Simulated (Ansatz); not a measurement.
System: tetrachlorosilane, SiCl$_{4}$ (charge 0, singlet). 
Coordinates optimised at B3LYP-D3(BJ)/def2-TZVP (Ansatz, an electronic-structure program):
SMILES: Cl[Si](Cl)(Cl)Cl
```xyz
5

Si     0.0000     0.0000     0.0000
Cl     1.1509     1.1792     1.1899
Cl    -1.1704    -1.1928     1.1569
Cl     1.1958    -1.1539    -1.1703
Cl    -1.1763     1.1675    -1.1765
```
Charge 0, spin multiplicity 1.

Total electronic energies in hartree. Cores are frozen in the correlated levels unless marked. Spin-orbit coupling is left out. Non-relativistic. Basis-set limits of correlation are two-point, X^-3; Hartree-Fock from the larger set. The bracket is a focal-point correction in the basis named.

```csv
level,program,energy (Eh)
HF/STO-3G,Ansatz,-2104.12402
HF/cc-pV(T+d)Z,Ansatz,-2127.25066
HF/aug-cc-pV(Q+d)Z,Ansatz,-2127.26878
r2SCAN/def2-TZVPD,Ansatz,-2130.43299
r2SCAN-D3(BJ)/def2-TZVPD,Ansatz + dftd3,-2130.43536
PBE0/6-31G*,Ansatz,…
PBE0/def2-SVP,Ansatz,-2129.10496
PBE0-D3(BJ)/def2-TZVP,Ansatz + dftd3,-2129.85752
HSE06-D3(BJ)/def2-TZVPD,Ansatz + dftd3,…
wB97X-V/def2-TZVPD,Ansatz,…
wB97X/def2-TZVPD,Ansatz,-2130.56188
B2GP-PLYP-D3(BJ)/def2-TZVPD,Ansatz + dftd3,-2129.72270
B2PLYP-D4/def2-TZVPD,Ansatz + dftd4,-2129.94323
B2PLYP/def2-TZVPD,Ansatz,-2129.93631
PBE-QIDH/def2-TZVPD,Ansatz,-2129.43458
MP2/STO-3G,Ansatz,-2104.17555
RI-MP2/aug-cc-pV(Q+d)Z,Ansatz,-2128.22889
SCS-MP2/6-31G*,Ansatz,-2127.61833
CCSD/STO-3G,Ansatz,-2104.18737
CCSD/cc-pV(D+d)Z,Ansatz,-2127.85322
CCSD/cc-pV(T+d)Z,Ansatz,-2128.17231
CCSD(T) with core electrons (1s frozen past Ne)/cc-pwCVTZ,Ansatz,-2129.58186
"RI-MP2/CBS(cc-pV(T+d)Z,cc-pV(Q+d)Z)+[CCSD(T)-MP2]/cc-pV(T+d)Z",Ansatz,-2128.3849
```

### Question
Some entries are withheld; supply them.

### Answer

- PBE0/6-31G*, energy (Eh): -2129.68426
- HSE06-D3(BJ)/def2-TZVPD, energy (Eh): -2129.82162
- wB97X-V/def2-TZVPD, energy (Eh): -2130.25655
